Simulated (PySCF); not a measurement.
**Which functional comes closest?**

Molecule: Methyl propyl ether (C(CC)OC, C4H10O).

Mapped SMILES: `[CH3:1][CH2:2][CH2:3][O:4][CH3:5]`. Hydrogens are named by the atom that carries them.

Geometry PBE0-D3(BJ)/def2-SVP throughout; GIAO in PySCF 2.14.0 with density-fitted response routines, gas phase, one conformer, non-relativistic; equivalent atoms averaged; basis pcSseg-1.

Reference values (measured; solution, not stated per compound (mostly CDCl3 or CCl4); Pretsch, Buehlmann, Badertscher, Structure Determination of Organic Compounds, 4th ed. (2009)): δ(C3) = 74.5 ppm, δ(C2) = 23.2 ppm, δ(C1) = 10.5 ppm. Computed shifts are taken against TMS, calculated as an isolated molecule at each level.

Q: How do the functionals HF, LDA, PBE, BLYP, BP86, OPBE, KT2, KT3, B97-D, B3LYP, PBE0, mPW1PW91, WP04, B97-2, BHandHLYP, CAM-B3LYP, wB97X-D, LC-wPBE perform against the reference? Times are CPU seconds on shared hosts with different chips, so compare them loosely.

A: 
| functional | kind | C3 | C2 | C1 | mean abs. error C | core-s |
| --- | --- | --- | --- | --- | --- | --- |
| HF | Hartree–Fock | 68.4 | 24.0 | 11.6 | 2.7 | 2.4 |
| LDA | LDA | 84.2 | 26.9 | 9.2 | 4.9 | 7 |
| PBE | GGA | 81.1 | 27.9 | 11.4 | 4.1 | 9.1 |
| BLYP | GGA | 82.7 | 29.5 | 12.1 | 5.4 | 8.6 |
| BP86 | GGA | 81.0 | 27.8 | 11.5 | 4.0 | 8.6 |
| OPBE | GGA | 75.7 | 26.4 | 12.0 | 2.0 | 8.9 |
| KT2 | GGA | 79.1 | 27.5 | 11.2 | 3.2 | 9 |
| KT3 | GGA | 77.1 | 27.9 | 12.4 | 3.1 | 9 |
| B97-D | GGA | 79.2 | 28.2 | 12.4 | 3.9 | 9 |
| B3LYP | global hybrid | 79.5 | 27.9 | 11.8 | 3.7 | 5.1 |
| PBE0 | global hybrid | 77.3 | 26.2 | 11.3 | 2.2 | 13 |
| mPW1PW91 | global hybrid | 76.9 | 26.3 | 11.5 | 2.2 | 5.3 |
| WP04 | global hybrid | 77.1 | 28.1 | 13.6 | 3.5 | 9.5 |
| B97-2 | global hybrid | 76.3 | 26.5 | 11.9 | 2.2 | 9.4 |
| BHandHLYP | global hybrid | 75.3 | 26.2 | 11.6 | 1.6 | 9.5 |
| CAM-B3LYP | range-separated hybrid | 78.4 | 26.7 | 11.1 | 2.7 | 13 |
| wB97X-D | range-separated hybrid | 76.5 | 25.9 | 11.4 | 1.9 | 12 |
| LC-wPBE | range-separated hybrid | 74.8 | 24.4 | 10.8 | 0.6 | 18 |

For ¹³C the closest is LC-wPBE (0.6 ppm) and the furthest BLYP (5.4 ppm). One molecule is a small sample, and vibrational and solvent effects are absent from the calculation.
